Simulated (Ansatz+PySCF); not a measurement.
# singlet LiH₂F in separate pieces: levels of theory in one basis

```
atom    x (Å)    y (Å)    z (Å)
  Li   0.0000   0.0000  -0.3995
   H   0.0000   0.0000   1.1984
   H  29.4990   0.1568  -0.6406
   F  30.0557  -0.0174   0.0712
```

Basis set: STO-3G (spherical functions). Frozen core: 1 orbital. Charge 0, multiplicity 1.

Computed with Ansatz (development build ahead of 0.2.0); each method stands on the lowest determinant of its kind that the runs found. NEVPT2 correlates all electrons. Active spaces start from the frontier orbitals, and the lowest solution found is given.

```csv
method,E − E(RHF) (eV),<S²> of the determinant
RHF,0.00,0.00
RHF-CCSD,-1.26,–
RHF-CCSD(T),-1.27,–
full CI (lowest root of this spin),-1.27,–
"CASSCF(4,4)",-1.18,–
"SC-NEVPT2(4,4)",-1.23,–
```

Q: What does RHF-MP2 give on the same scale?

A: -0.83 eV.

Q: Is a single determinant a sound starting point here?

A: By this sign, yes. Unrestricted orbitals gain 0.00 eV and <S²> is 0.00 against 0.00 for a pure state. The CASSCF(4,4) natural occupations are 1.97, 1.96, 0.04, 0.03.

Caution for CASSCF(4,4), SC-NEVPT2(4,4): other starts end on other solutions of this active space.
